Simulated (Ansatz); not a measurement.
**Relaxing SrAg2Sn2**

Level of theory: Ansatz, DFT PBEsol, scalar-relativistic, plane waves, PAW. Cutoff 420 eV, Γ-centred k mesh, Gaussian smearing, no spin polarisation in the final step.

The start is a database structure of SrAg2Sn2, space group I4/mmm (No. 139).

```
Sr Ag Sn
1.0
    -2.33500    2.33500    5.86500
     2.33500   -2.33500    5.86500
     2.33500    2.33500   -5.86500
Sr Ag Sn
1 2 2
Direct
  0.00000 0.00000 0.00000
  0.75000 0.25000 0.50000
  0.25000 0.75000 0.50000
  0.38100 0.38100 0.00000
  0.61900 0.61900 0.00000
```

Steps on the 12×12×12 mesh (5 atoms). 4 of 6 steps are shown, and the free energy counts from the last. Trial steps that were taken back and renewals of the plane-wave basis can be among the rows.

```tsv
step	ΔF (meV/atom)	V (Å³/atom)	P (GPa)	largest force component (eV/Å)
1	7.4	25.58	-1.88	0.379
2	3.0	24.55	0.88	0.379
3	0.0	24.74	0.20	0.094
6	0.0	24.85	0.00	0.000
```

A final relaxation ran on a 12×12×12 mesh. The relaxed crystal, I4/mmm (No. 139):

```
Sr Ag Sn
1.0
    -2.32589    2.32589    5.74115
     2.32589   -2.32589    5.74115
     2.32589    2.32589   -5.74115
Sr Ag Sn
1 2 2
Cartesian
  0.0000 0.0000 0.0000
  0.0000 2.3259 2.8706
  2.3259 0.0000 2.8706
  0.0000 0.0000 4.3387
  0.0000 0.0000 7.1436
```

| Property | Result |
| --- | --- |
| Volume per atom | 24.85 Å³ |
| Density | 7.23 g/cm³ |
| Energy over the elements | -0.39 eV/atom |
| Gap on the 12×12×12 mesh | 0 eV (a metal) |

The zero of energy is the elements' standard structures at the same level; no fitted shifts are applied.

The final run used a 12×12×12 mesh on its 5-atom cell and 0.10 eV smearing. For metals, differences of a few meV/atom aren't resolved.

Symmetry constrained the relaxation, so the result can be a saddle point.

Cost: 2 runs of about 5.5 core-minutes in all, on Arm Neoverse V2 (shared hosts).